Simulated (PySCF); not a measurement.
## Stationary points of HSO₂

Level of theory: PySCF, PBE0, basis S def2-TZVP, O def2-TZVP, H def2-TZVP (no relativity, density fitting).

Relaxations began from a few typed shapes; open shells are unrestricted. The search is not exhaustive: other isomers or separated fragments can lie lower, and high-lying points may rest on an excited occupation.

Question: Order these stationary points by electronic energy, lowest first, in kJ/mol from the lowest minimum.
A. doublet C2v: S–H 1.340 Å, S–O 1.455 Å (×2); H–S–O 115.3° (×2), O–S–O 129.4°
B. doublet C2v: S–H 1.367 Å, S–O 1.481 Å (×2); H–S–O 94.9° (×2), O–S–O 170.1°
C. doublet Cs: S–H 1.381 Å, S–O 1.447 Å (×2); H–S–O 105.6° (×2), O–S–O 123.2°

Answer: C (0.0), A (92.7), B (196.6).

Question: Which of them are minima?

Answer: By energy in kJ/mol, 0.0: minimum; 92.7: saddle point, 1 imaginary mode; 196.6: saddle point, 1 imaginary mode.
